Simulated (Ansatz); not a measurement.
**C3H6N2O: a ladder of functionals and wavefunction methods**

An exercise on one series of results from a longer session: the logs are not shown, and one member is left open.

Computed with Ansatz 0.2.0, Gaussian basis. Level: functionals in def2-TZVPP, the program's frozen cores in correlated methods.

Plan: PBE-D4, r2SCAN-D4, PBE0-D4, B3LYP-D4, ωB97X-V, ωB97M-V, B2PLYP; CCSD(T)/def2-TZVPP; MP2/def2-QZVPP; extrapolation to the limit.

**The relaxed structure**

The geometry comes from an earlier relaxation with PBE0-D4 in a triple-zeta def2 set; it is a stationary point, not always the lowest conformer.

12 atoms, charge 0, spin multiplicity 1.

Atoms are counted from 1 here; the program's logs count them from 0.

Bond lengths: C1–N2 1.442 Å, C1–H7 1.091 Å, C1–H8 1.099 Å, C1–H9 1.091 Å, N2–C3 1.484 Å, N2–C5 1.378 Å, C3–N4 1.481 Å, C3–H10 1.092 Å, C3–H11 1.093 Å, N4–C5 1.287 Å, C5–O6 1.323 Å, O6–H12 0.965 Å. Angles: N2–C1–H7 109.3°, N2–C1–H8 113.1°, N2–C1–H9 109.0°, H7–C1–H8 108.7°, H7–C1–H9 108.0°, H8–C1–H9 108.5°, C1–N2–C3 124.0°, C1–N2–C5 123.9°, C3–N2–C5 81.8°, N2–C3–N4 89.6°, N2–C3–H10 113.5°, N2–C3–H11 113.1°, N4–C3–H10 114.5°, N4–C3–H11 113.2°, H10–C3–H11 111.4°, C3–N4–C5 85.0°, N2–C5–N4 103.2°, N2–C5–O6 124.7° and more.

Set-up of the first run:

The input, in.yaml:

```yaml
crystal:
  periodic: [false, false, false]
  atoms:
    - {symbol: C, position_ang: [-0.474388, -1.030582, 1.030940]}
    - {symbol: N, position_ang: [0.401429, -0.104377, 0.355835]}
    - {symbol: C, position_ang: [0.951134, -0.323166, -1.005156]}
    - {symbol: N, position_ang: [0.506047, 1.035467, -1.392237]}
    - {symbol: C, position_ang: [-0.022365, 1.073936, -0.219370]}
    - {symbol: O, position_ang: [-0.764608, 1.984306, 0.389672]}
    - {symbol: H, position_ang: [0.103408, -1.890614, 1.372985]}
    - {symbol: H, position_ang: [-1.296955, -1.387867, 0.395827]}
    - {symbol: H, position_ang: [-0.900811, -0.541645, 1.907903]}
    - {symbol: H, position_ang: [2.033447, -0.466885, -1.019436]}
    - {symbol: H, position_ang: [0.436925, -1.116910, -1.553175]}
    - {symbol: H, position_ang: [-0.896265, 2.713037, -0.229788]}
basis:
  gaussian: {orbitals: def2-TZVPP}
hamiltonian: {xc: pbe, dispersion: d4}
output: {forces: true, orbitals: {seedname: orbitals}}
```

Run with:

```sh
$ ansatz run in.yaml --threads 4 --pin off --events-out ev --progress --plain --max-ram 10444MiB
```

Steps of the session up to this table: PBE-D4 (GGA); r2SCAN-D4 (meta-GGA); PBE0-D4 (hybrid); B3LYP-D4 (hybrid); ωB97X-V (range-separated); ωB97M-V (range-separated); B2PLYP (double hybrid); CCSD(T) in def2-TZVPP; MP2 in def2-QZVPP.

One of the session's tables, all rows but one given; the rest of the session is left out.

| method | atomisation energy (eV) |
| --- | --- |
| PBE-D4 | 52.353 |
| r2SCAN-D4 | 50.242 |
| PBE0-D4 | 50.779 |
| B3LYP-D4 | 50.314 |
| ωB97X-V | 50.470 |
| ωB97M-V | 50.465 |
| B2PLYP | ? |
| HF/def2-TZVPP | 33.455 |
| MP2/def2-TZVPP | 49.812 |
| CCSD/def2-TZVPP | 47.481 |
| CCSD(T)/def2-TZVPP | 48.522 |
| MP2/CBS | 51.333 |
| CCSD(T)/CBS | 50.043 |

Estimate the missing values for B2PLYP.

As computed: atomisation energy (eV): 49.711. In the column «atomisation energy (eV)» it lies between CCSD(T)/def2-TZVPP (48.522) and MP2/def2-TZVPP (49.812).

Caveats from the session: Free atoms (3 C, 2 N, 1 O, 6 H) were run apart at each level; the atomisation energy is their sum less the molecule, without zero-point or spin-orbit terms.
